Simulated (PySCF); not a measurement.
All values below come from PBE-D3(BJ)/def2-TZVP // TPSSh-D3(BJ)/def2-TZVP (PySCF). All species are isolated molecules in the gas phase. Excitations are Tamm–Dancoff values on a coarser integration grid. The basis has no diffuse functions, so Rydberg states are missing or too high.

Reference species (SMILES): `C=[OH+]` (charge +1, multiplicity 1).

| Item | Value |
|---|---|
| HOMO–LUMO gap | 5.49 eV |
| HOMO | -16.86 eV |
| S1 excitation (TDA) | 5.84 eV |
| brightest of the four lowest singlets (TDA) | 10.94 eV |

Changed species: `[H]/[O+]=C\[SiH3]` (X = silyl, proton added; the reference has X = H, proton added).

Question: Predict the effect on the HOMO–LUMO gap, HOMO, S1 excitation (TDA) and brightest of the four lowest singlets (TDA).

Answer: the HOMO–LUMO gap falls by 1.50 eV, to 3.99 eV; the HOMO rises by 2.65 eV, to -14.21 eV; the S1 excitation (TDA) decreases by 1.63 eV, to 4.21 eV; the brightest of the four lowest singlets (TDA) drops by 6.01 eV, to 4.93 eV.
